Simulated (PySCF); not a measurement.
## Reproducing measurements on 1,2-dichloroethane

**Measured values to compare with.**

NIST CCCBDB Release 22 (SRD 101), experimental polarizabilities lists, for the gas: mean polarisability 8 Å³.

The results are set against them at the end.

Compound: 1,2-dichloroethane, C₂H₄Cl₂.
Numbering: `[Cl:1][CH2:2][CH2:3][Cl:4]` (hydrogens: H5, H6 on C2; H7, H8 on C3)

Structure used (PBE0-D3(BJ)/def2-SVP), in Å, numbered top down from 1:
```xyz
8
C2H4Cl2 angstrom
Cl    -0.2629    1.1472    1.8093
C      0.1470   -0.2004    0.7129
C     -0.1470    0.2004   -0.7129
Cl     0.2629   -1.1472   -1.8093
H     -0.4500   -1.0732    1.0089
H      1.2113   -0.4356    0.8457
H     -1.2113    0.4356   -0.8457
H      0.4500    1.0732   -1.0089
```

Runs made with PySCF (gas phase, on this PBE0-D3(BJ)/def2-SVP geometry; no spin–orbit coupling):

```tsv
level	job	basis functions
B3LYP/def2-SVPD	10 singlets by full TDDFT, 4 Tamm–Dancoff triplets, polarisability, ΔSCF ions	126
HF/def2-SVPD	10 singlets by TDHF, 4 Tamm–Dancoff triplets, polarisability, ΔSCF ions	126
PBE/def2-SVPD	10 singlets by full TDDFT, 4 Tamm–Dancoff triplets, polarisability, ΔSCF ions	126
BHandHLYP/def2-SVPD	10 singlets by full TDDFT, 4 Tamm–Dancoff triplets, polarisability, ΔSCF ions	126
CAM-B3LYP/def2-SVPD	10 singlets by full TDDFT, 4 Tamm–Dancoff triplets, polarisability, ΔSCF ions	126
LC-wPBE/def2-SVPD	10 singlets by full TDDFT, 4 Tamm–Dancoff triplets, polarisability, ΔSCF ions	126
PBE0/6-31+G*	10 singlets by full TDDFT, 4 Tamm–Dancoff triplets, polarisability	88
PBE0/6-31G*	10 singlets by full TDDFT, 4 Tamm–Dancoff triplets, polarisability	72
PBE0/def2-SVP	10 singlets by full TDDFT, 4 Tamm–Dancoff triplets, polarisability	84
PBE0/def2-TZVP	10 singlets by full TDDFT, 4 Tamm–Dancoff triplets, polarisability	160
PBE0/def2-TZVPD	10 singlets by full TDDFT, 4 Tamm–Dancoff triplets, polarisability	202
wB97X-D/def2-SVPD	10 singlets by full TDDFT, 4 Tamm–Dancoff triplets, polarisability, ΔSCF ions	126
```

All basis functions are spherical.

## Comparison

**Mean polarisability.** Measured: 8 Å³ (NIST CCCBDB Release 22 (SRD 101), experimental polarizabilities).

| level | computed (Å³) | computed − measured (Å³) | % (from the printed values) |
| --- | --- | --- | --- |
| B3LYP/def2-SVPD | 8.30 | +0.30 | +4 |
| HF/def2-SVPD | 7.74 | -0.26 | -3 |
| PBE/def2-SVPD | 8.54 | +0.54 | +7 |
| BHandHLYP/def2-SVPD | 8.00 | 0.00 | 0 |
| CAM-B3LYP/def2-SVPD | 8.15 | +0.15 | +2 |
| LC-wPBE/def2-SVPD | 7.90 | -0.10 | -1 |
| PBE0/6-31+G* | 6.93 | -1.07 | -13 |
| PBE0/6-31G* | 6.02 | -1.98 | -25 |
| PBE0/def2-SVP | 5.88 | -2.12 | -26 |
| PBE0/def2-TZVP | 7.25 | -0.75 | -9 |
| PBE0/def2-TZVPD | 8.36 | +0.36 | +4 |
| wB97X-D/def2-SVPD | 8.09 | +0.09 | +1 |

12 of the 16 levels run are shown, the closest and the furthest among them. Closest is BHandHLYP/def2-SVPD (0.00 Å³), furthest PBE0/def2-SVP (-2.12 Å³); one molecule doesn't rank methods. The computed values are static and purely electronic, with core orbitals frozen in the response (1 au = 0.148185 Å³). The table of measured values doesn't say here whether a value is static or optical, or holds a vibrational part. The measurement averages over conformers, the calculation has one.

No measured geometry was used, and the causes of the misses weren't examined.
